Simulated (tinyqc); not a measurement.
Worked calculation: harmonic frequencies on the UHF/sto-3g surface (energies and gradients from PySCF), for CH3, spin multiplicity 2. One step of it, computed by the program tinyqc.

Question. One row of the Hessian: 2Hx. Displace 2Hx by +/-0.01 bohr; H(k, :) = (g(+) - g(-)) / (2 delta).

optimised positions (bohr), order 1C, 2H, 3H, 4H:
$$\begin{pmatrix}
0.014906 & -0.002400 & 0.199608 \\
2.035397 & 0.025829 & -0.085638 \\
-1.012067 & 1.751524 & 0.016418 \\
-0.985325 & -1.748497 & -0.139837
\end{pmatrix}$$

gradient at +delta (hartree/bohr), order 1C, 2H, 3H, 4H:
$$\begin{pmatrix}
-0.00469099 & -0.00005200 & 0.00054572 \\
0.00478852 & 0.00006286 & -0.00062199 \\
-0.00004702 & -0.00008931 & 0.00003501 \\
-0.00005051 & 0.00007845 & 0.00004126
\end{pmatrix}$$

gradient at -delta (hartree/bohr), order 1C, 2H, 3H, 4H:
$$\begin{pmatrix}
0.00481666 & 0.00005677 & -0.00054275 \\
-0.00489177 & -0.00005765 & 0.00063716 \\
0.00004287 & 0.00008976 & -0.00004361 \\
0.00003224 & -0.00008888 & -0.00005079
\end{pmatrix}$$

Give: row of the Hessian.

Answer.

row of the Hessian (hartree/bohr^2): 1Cx -0.475383, 1Cy -0.005438, 1Cz 0.054424, 2Hx 0.484014, 2Hy 0.006026, 2Hz -0.062957, 3Hx -0.004495, 3Hy -0.008954, 3Hz 0.003931, 4Hx -0.004137, 4Hy 0.008367, 4Hz 0.004602
